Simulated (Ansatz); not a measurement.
# B₂H₅, doublet: from triple and quadruple zeta to the limit

```xyz
7

B    -1.3370    0.0000    0.0000
H    -1.9337    1.0336    0.0000
H    -1.9337   -1.0336    0.0000
H    -0.0040    0.0000    0.0000
B     1.3510    0.0000    0.0000
H     1.8601    0.0000    1.0770
H     1.8601    0.0000   -1.0770
```

Ansatz 0.2.0, UHF determinant, valence electrons correlated. Energies in eV.

```tsv
set	X	functions	Hartree–Fock	MP2 correlation	CCSD(T) correlation	time
def2-TZVPP	3	132	-1418.2608	-5.8645	-7.1330	4.9 s on 1 × NVIDIA H100 80GB HBM3 with 1 thread of AMD EPYC 7R13 Processor (Zen 3), on a shared host
def2-QZVPP	4	264	-1418.3445	-6.2070	-7.3983	24 s on 1 × NVIDIA H100 80GB HBM3 with 1 thread of AMD EPYC 7R13 Processor (Zen 3) (shared host)
```

Hartree–Fock is taken to follow E(X) = E∞ + A·exp(−7.88·√X), correlation E(X) = E∞ + B·X^−2.97.

Q: Work out the CCSD(T) energy at the limit, and how far the shortcut misses it that extrapolates MP2 and adds CCSD(T) minus MP2 from the smaller set.

A: Hartree–Fock: E∞ = E4 + 0.1377·(E4 − E3) = -1418.3561. Correlation: E∞ = E4 + 0.7407·(E4 − E3) = -7.5948 for CCSD(T) and -6.4607 for MP2. The limit is -1425.9509 eV, 0.208 eV below def2-QZVPP. The shortcut gives a correlation energy of -6.4607 + (-1.2685) = -7.7292, 134 meV lower than the direct value.
